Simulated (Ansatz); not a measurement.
# C₂H₃FO₂, SMILES O=CC(O)F: a ranking of conformers

With Ansatz 0.2.0 through its Python package.

Run as a notebook:

```python
import ansatz as az
from rdkit import Chem
from rdkit.Chem import AllChem

rd = Chem.AddHs(Chem.MolFromSmiles("O=CC(O)F"))
ids = list(AllChem.EmbedMultipleConfs(rd, numConfs=20, randomSeed=275, pruneRmsThresh=0.4))
field = [energy for _, energy in AllChem.MMFFOptimizeMoleculeConfs(rd)]
distinct = {round(e, 2): i for i, e in zip(ids, field)}
chosen = sorted(distinct.items())[:3]
found = []
for force_field, index in chosen:
    c2h3fo2 = az.Crystal.molecule()
    for atom, xyz in zip(rd.GetAtoms(), rd.GetConformer(index).GetPositions()):
        c2h3fo2 = c2h3fo2.atom(atom.GetSymbol(), xyz.round(5).tolist())
    job = c2h3fo2.calculation()
    job = job.basis(gaussian="def2-SVP")
    job = job.functional("pbe")
    found.append(job.run().report["free_energy_ev"])
print("conformer   MMFF (kcal/mol)   this level (eV)")
for (force_field, index), e in zip(chosen, found):
    print(f"{index:9d} {force_field - chosen[0][0]:17.2f} {(e - min(found)):17.3f}")
```

    conformer   MMFF (kcal/mol)   this level (eV)
            3              0.00             0.000
            2              2.24             0.143

The conformers keep their force-field geometries. It ran for 3.3 s on 1 thread of Arm Neoverse V2, on a shared host, peak memory 0.23 GiB.
